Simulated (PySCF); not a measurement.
Compound: CS2.
Structure used (PBE0-D3(BJ)/def2-SVP), in Å, numbered top down from 1:
```
atom  x, y, z in Å
S1    -1.5604    0.1230    0.0072
C2    -0.0055    0.0713   -0.0066
S3     1.5495    0.0190   -0.0205
```

The calculation used MP2 and CCSD/aug-cc-pVDZ in PySCF, restricted Hartree–Fock reference, frozen core, non-relativistic, gas phase, PBE0-D3(BJ)/def2-SVP geometry.

E(HF) = -832.93080 Eh.

How large is the problem?

77 basis functions and 38 electrons; 11 orbitals frozen, which leaves o = 8 correlated occupied and v = 58 virtual orbitals. That is o·v = 464 singles and o·v(o·v + 1)/2 = 107880 distinct closed-shell doubles amplitudes before symmetry; the costliest CCSD step grows as o²v⁴ = 7.2 × 10^8.

What are the MP2 and CCSD correlation energies?

MP2 -0.4116 Eh and CCSD -0.4223 Eh, which gives totals of -833.34243 and -833.35306 Eh. That is 0.718 eV for each correlated electron at CCSD (1109 kJ/mol in all, 0.051 % of the total energy); MP2 gives 97.5 % of the CCSD value.

What is the T1 diagnostic?

0.0200, close to the customary warning level of 0.02. It is the norm of the spatial-orbital singles amplitudes over the root of the number of correlated electrons, so the norm is 0.080.

Connected triples and the basis-set limit are missing.

The job also held the EOM ionisation and excitation roots. On an AMD EPYC 9R45 with one thread, shared host with 96 logical CPUs at a one-minute load of 39, this took 12 s wall and 0.44 GiB of memory at its peak.
